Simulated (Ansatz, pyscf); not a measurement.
O=PH + SiH₄ → H₃Si–O–PH₂, an addition across a multiple bond or ene-type step on the singlet surface: H–Si broken, H–P, O–Si formed. PySCF, gas phase, ωB97X-D3(BJ)/def2-SVP geometries. Wave-function energies: Ansatz (a quantum-chemistry and plane-wave program), frozen core, RHF or UHF references. In kcal/mol, from the separated reactants.

Cost: rough CPU time of the saddle's run relative to CCSD(T)/cc-pV(D+d)Z, from one job on a shared machine, with the HF step and its search for lower states.

```tsv
level	barrier	reaction energy	cost
ωB97M-D3(BJ)/def2-TZVP	8.07	-51.88	–
ωB97X-D3(BJ)/def2-TZVP	4.98	-55.53	–
CCSD(T)/cc-pV(D+d)Z	17.98	-45.41	1
CCSDT(Q)/cc-pV(D+d)Z	(withheld)	(withheld)	200
CCSD(T)/cc-pV(T+d)Z	11.80	-49.84	7
CCSD(T)/cc-pV(Q+d)Z	(withheld)	-51.21	–
```

### Question
Fill in the missing entries.

### Answer

- CCSDT(Q)/cc-pV(D+d)Z, barrier: 18.12
- CCSDT(Q)/cc-pV(D+d)Z, reaction energy: -44.85
- CCSD(T)/cc-pV(Q+d)Z, barrier: 10.10

In cc-pV(D+d)Z, going from CCSD(T) to CCSDT(Q) shifts the barrier by +0.14 and the reaction energy by +0.56 kcal/mol. With HF in the quadruple-zeta basis and the correlation energy extrapolated as X⁻³ from X = 3, 4, CCSD(T) gives 8.83 and -52.20; adding the double-zeta shift gives ΔE‡ = 8.96 and ΔE = -51.64 kcal/mol, without core correlation, relativity or geometry relaxation at these levels. At the saddle there is also a short P–Si contact that neither side keeps. This saddle turned up in a search for another step; its sides and bond changes are read from the two ends of the descent. H₃Si–O–PH₂ lies 5.72 kcal/mol over its isomer HO–SiH₂–PH₂ (electronic energy, ωB97M-D3(BJ)/def2-TZVP). This is the saddle that the search found; another between the same sides may lie lower.
